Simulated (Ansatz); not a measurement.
A made-up structure of C2H4N, doublet:

```
7
angstrom
C -0.6950 0.3882 -0.3519
C 0.2089 -0.5038 0.4018
N 1.4375 -0.4955 0.4928
H -1.3973 0.8661 0.3347
H -0.1333 1.1563 -0.8945
H -0.2531 -0.9297 1.2555
H 1.8661 -1.2127 1.0751
```

It is relaxed with PBE-D4/def2-SVP and then PBE0-D4/def2-TZVP (Ansatz 0.2.0). Atoms count as bonded within 1.22 times the sum of their covalent radii (H–H: 0.88 Å). The end point is not checked to be a true minimum.

(1) Does its bonding change? (A judgement: the text doesn't fix the answer.)

Answers

(1) The calculation gives: No: no bond forms or breaks.

Where it ends: The first stage lowers the energy by 1.22 eV in 9 steps. It ends as C₂H₄N ([CH2][CH][NH]):
| atom | x (Å) | y (Å) | z (Å) |
| --- | --- | --- | --- |
| C1 | -0.5442 | 0.5539 | -0.1235 |
| C2 | 0.2076 | -0.3734 | 0.5953 |
| N3 | 1.4752 | -0.5515 | 0.3330 |
| H4 | -1.5945 | 0.7098 | 0.0850 |
| H5 | -0.0685 | 1.1309 | -0.9071 |
| H6 | -0.3071 | -0.9383 | 1.3800 |
| H7 | 1.8653 | -1.2626 | 0.9507 |

Labels in which every atom is bracketed show which atoms are joined, not bond orders.

For scale, one of the runs: PBE0-D4/def2-TZVP relaxation, 117 basis functions, launched by `ansatz run in.yaml --threads 2 --pin off --events-out ev --progress --plain --max-ram 4352MiB`. The run took about 7.5 s on 2 CPU threads of an Intel Xeon 6975P-C (shared host).
